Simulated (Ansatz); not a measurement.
**C2H3FN with multiplicity 2: a nudged elastic band in two tries**

Aim: a band of images between two relaxed ends for this system. SMILES of the start: N=[C]CF.

Method: UKS PBE-D4/def2-SVP, in Ansatz 0.2.0.

### 1 The structure to begin with

Bond lengths: N1–C2 1.244 Å, C2–C3 1.483 Å, C3–F4 1.388 Å, N1–H5 1.034 Å, C3–H6 1.115 Å, C3–H7 1.115 Å. Angles: N1–C2–C3 131.0°, C2–N1–H5 118.8°, C2–C3–F4 114.9°, C2–C3–H6 108.0°, C2–C3–H7 108.0°, F4–C3–H6 109.3°, F4–C3–H7 109.3°, H6–C3–H7 107.0°.

As a file:

```xyz
7

N    -1.3830    0.8421   -0.0452
C    -0.2005    0.6152    0.2683
C     0.6851   -0.5336   -0.0426
F     0.1018   -1.5290   -0.8146
H    -1.8244    1.7188    0.2798
H     1.5874   -0.1416   -0.5676
H     1.0334   -0.9718    0.9218
```

### 2 First try

Input file input.yaml:

```yaml
crystal:
  periodic: [false, false, false]
  atoms:
    - { symbol: "N", position_ang: [-1.382956, 0.842063, -0.045183] }
    - { symbol: C, position_ang: [-0.200522, 0.615161, 0.268345] }
    - { symbol: C, position_ang: [0.685139, -0.533557, -0.04262] }
    - { symbol: F, position_ang: [0.101823, -1.528975, -0.814554] }
    - { symbol: H, position_ang: [-1.824354, 1.718778, 0.279796] }
    - { symbol: H, position_ang: [1.587436, -0.141649, -0.567564] }
    - { symbol: H, position_ang: [1.033433, -0.971821, 0.92178] }
magnetization:
  spin_polarized: true
  initial_magnetization: 1
basis:
  gaussian: { orbitals: def2-SVP }
hamiltonian:
  xc: pbe
  dispersion: d4
neb:
  order_check: false
  images: 0
  f_tol: 0.05
  max_iterations: 8
  final_atoms:
    - { symbol: "N", position_ang: [-1.28012426, 0.65961584, 0.00556338] }
    - { symbol: C, position_ang: [-0.05275794, 0.286803, 0.30241466] }
    - { symbol: C, position_ang: [0.63290685, -0.6989867, -0.43675019] }
    - { symbol: F, position_ang: [0.06773541, -1.30161457, -1.47464352] }
    - { symbol: H, position_ang: [-1.57766966, 1.38833045, 0.67660785] }
    - { symbol: H, position_ang: [1.65972657, -1.03574413, -0.21740974] }
    - { symbol: H, position_ang: [0.55018203, 0.7015961, 1.14421755] }
  initial_path:
    images:
      - { positions_ang: [[-1.382956, 0.842063, -0.045183], [-0.200522, 0.615161, 0.268345], [0.685139, -0.533557, -0.04262], [0.101823, -1.528975, -0.814554], [-1.824354, 1.718778, 0.279796], [1.587436, -0.141649, -0.567564], [1.033433, -0.971821, 0.92178]] }
      - { positions_ang: [[-1.34252632, 0.8225984, -0.03048747], [-0.17651535, 0.54951162, 0.28363212], [0.68367078, -0.5889032, -0.08061893], [0.09687457, -1.51856684, -0.91994944], [-1.78415543, 1.67539196, 0.3271822], [1.5957596, -0.20120861, -0.57587637], [0.92689115, -0.73882333, 0.99611788]] }
      - { positions_ang: [[-1.30209664, 0.80313379, -0.01579194], [-0.1525087, 0.48386224, 0.29891924], [0.68220255, -0.64424939, -0.11861785], [0.09192613, -1.50815869, -1.02534488], [-1.74395686, 1.63200592, 0.37456841], [1.60408321, -0.26076822, -0.58418875], [0.8203493, -0.50582565, 1.07045577]] }
      - { positions_ang: [[-1.26166696, 0.78366919, -0.00109641], [-0.12850205, 0.41821286, 0.31420637], [0.68073433, -0.69959559, -0.15661678], [0.0869777, -1.49775053, -1.13074033], [-1.70375828, 1.58861987, 0.42195461], [1.61240681, -0.32032783, -0.59250112], [0.71380745, -0.27282798, 1.14479365]] }
      - { positions_ang: [[-1.26781939, 0.74231807, 0.00112352], [-0.10325401, 0.37440957, 0.3102758], [0.66479184, -0.69939262, -0.24999458], [0.0805636, -1.43237188, -1.24537472], [-1.66172874, 1.52185673, 0.50683903], [1.62818006, -0.55879993, -0.46747066], [0.65926564, 0.05198005, 1.14460162]] }
      - { positions_ang: [[-1.27397183, 0.70096696, 0.00334345], [-0.07800598, 0.33060629, 0.30634523], [0.64884934, -0.69918966, -0.34337238], [0.07414951, -1.36699322, -1.36000912], [-1.6196992, 1.45509359, 0.59172344], [1.64395332, -0.79727203, -0.3424402], [0.60472384, 0.37678807, 1.14440958]] }
      - { positions_ang: [[-1.28012426, 0.65961584, 0.00556338], [-0.05275794, 0.286803, 0.30241466], [0.63290685, -0.6989867, -0.43675019], [0.06773541, -1.30161457, -1.47464352], [-1.57766966, 1.38833045, 0.67660785], [1.65972657, -1.03574413, -0.21740974], [0.55018203, 0.7015961, 1.14421755]] }
```

Command:

```
$ ansatz run input.yaml --threads 2 --pin off --max-ram 3072MiB --backend cpu --events-out ev --progress --plain --runs-dir out
```

Q: Predict the outcome of this session. Wanted: first try.

As calculated:

```
 quantity                             value
first try                           refused
    cause  the band is given no inner image
```

In words: The fault in the first input was caught at the input check and cost nothing.
